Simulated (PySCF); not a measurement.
## TDDFT excited states: C5H10S

Species: C5H10S.
SMILES: `CSC1CCC1`

Theory: PySCF 2.14.0, density-fitted response routines, TDDFT PBE0/def2-SVPD, vertical, gas phase, core orbitals frozen in the response. The structure is a single GFN2-xTB conformer in the gas phase; no vibrational or solvent corrections. Torsions of this conformer, `[CH3:1][S:2][CH:3]1[CH2:4][CH2:5][CH2:6]1`: C1–S2–C3–C4 177°.

Q: List the vertical singlet excitations with oscillator strengths and describe the spectrum.

A: 

```tsv
state	E (eV)	λ (nm)	f	main configurations (H = HOMO, L = LUMO)
S1	5.21	237.9	0.0003	H→L (92%)
S2	5.83	212.8	0.019	H→L+1 (87%)
S3	6.28	197.5	0.014	H→L+3 (45%), H→L+2 (41%)
S4	6.31	196.6	0.025	H→L+3 (49%), H→L+2 (49%)
S5	6.59	188.2	0.0008	H→L+4 (83%)
S6	6.97	177.9	0.0087	H→L+5 (94%)
S7	7.29	170.2	0.020	H→L+6 (80%), H→L+8 (13%)
S8	7.43	166.8	0.023	H→L+7 (85%), H→L+8 (8%)
```

Triplets, Tamm–Dancoff:

```csv
state,E (eV),λ (nm),"main configurations (H = HOMO, L = LUMO)"
T1,4.78,259.7,H→L (82%)
T2,5.64,219.8,"H→L+1 (75%), H→L+4 (12%)"
T3,5.83,212.8,"H→L+2 (38%), H→L+3 (28%), H→L+5 (10%)"
```

The lowest singlet lies at 5.21 eV (238 nm, ultraviolet) and is dark (f under 0.0005); its leading configuration is HOMO→LUMO (92%). The strongest level in the table is S4 at 6.31 eV (197 nm, f = 0.025). Löwdin shares by element: HOMO sulfur 69%, carbon 23% or more; LUMO sulfur 48%, carbon 18% or more, hydrogen 5% or more (atoms not listed hold the other 30%). Orbital energies (eV): HOMO-3 -9.02, HOMO-2 -8.80, HOMO-1 -8.40, HOMO -6.18, LUMO 0.51, LUMO+1 0.74, LUMO+2 1.19. The oscillator strengths of these states sum to 0.112; summed over the whole spectrum of an exact calculation they would give the number of electrons, 56 (Thomas–Reiche–Kuhn). The listed states span 2.22 eV, and the widest gap between neighbours is 0.62 eV (S1 to S2). Singlets were solved by full linear response, triplets in the Tamm–Dancoff approximation.
